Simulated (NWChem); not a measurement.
Species: sulfur dioxide (SO2); SMILES O=S=O

Results from NWChem. Pople sets run with spherical d functions. Structure relaxed at the PBE0/def2-SVP level. Core excitations by TDA in a window of 1s orbitals, non-relativistic and unshifted: absolute energies depend strongly on the exact-exchange share.

Q: Estimate the computed values for S K edge, BHandHLYP/6-311G**. Quantities: first 1s excitation (eV); dipole oscillator strength of the first; first state with f > 0.002 (eV); dipole oscillator strength of that state.

A: first 1s excitation (eV): 2446.0
dipole oscillator strength of the first: 0.0092
first state with f > 0.002 (eV): 2446.0
dipole oscillator strength of that state: 0.0092
